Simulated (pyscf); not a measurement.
Single points on ωB97X-D3(BJ)/def2-SVP structures (PySCF, gas phase).

### Question
For the elementary gas-phase step O=CrH(=O)–F + hydrogen fluoride (HF) → O=Cr(=O)(F)–F + hydrogen (H₂) (singlet surface; Cr–H, F–H broken, Cr–F, H–H formed), what barrier and reaction energy does ωB97M-D3(BJ)/def2-TZVP give, measured from the separated reactants?

### Answer
ΔE‡ = 0.98 eV, ΔE = -0.47 eV. Zero-point energy shifts the barrier by +0.02 eV. It is a four-centre exchange, with an imaginary mode of 1054i cm⁻¹. At the saddle there is also a short Cr–H contact that neither side keeps. This is the saddle that the search found; another between the same sides may lie lower.
